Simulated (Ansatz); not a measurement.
Results of revPBE (Ansatz, a first-principles code, plane waves, PAW) for rock-salt BaS.

Run with plane-wave cutoff 520 eV, 10×10×10 k mesh, Fermi–Dirac smearing 0.01 eV, scalar-relativistic PAW data made under PBE.

Properties against volume:

```json
[
 {"V (Å³/atom)": "32.106", "P (GPa)": "2.71", "direct gap at Γ (eV)": "3.937", "smallest gap on the k mesh (eV)": "2.294"},
 {"V (Å³/atom)": "32.789", "P (GPa)": "1.70", "direct gap at Γ (eV)": "3.830", "smallest gap on the k mesh (eV)": "2.327"},
 {"V (Å³/atom)": "33.472", "P (GPa)": "0.81", "direct gap at Γ (eV)": "3.727", "smallest gap on the k mesh (eV)": "2.356"},
 {"V (Å³/atom)": "34.155", "P (GPa)": "0.00", "direct gap at Γ (eV)": "3.628", "smallest gap on the k mesh (eV)": "2.383"},
 {"V (Å³/atom)": "34.838", "P (GPa)": "-0.72", "direct gap at Γ (eV)": "3.534", "smallest gap on the k mesh (eV)": "2.406"},
 {"V (Å³/atom)": "35.522", "P (GPa)": "-1.37", "direct gap at Γ (eV)": "3.443", "smallest gap on the k mesh (eV)": "2.428"},
 {"V (Å³/atom)": "36.205", "P (GPa)": "-1.95", "direct gap at Γ (eV)": "3.356", "smallest gap on the k mesh (eV)": "2.446"}
]
```

The fundamental gap (2.38 eV at the equilibrium volume, with added k points) lies elsewhere than Γ–Γ.

Spin–orbit coupling is not included.
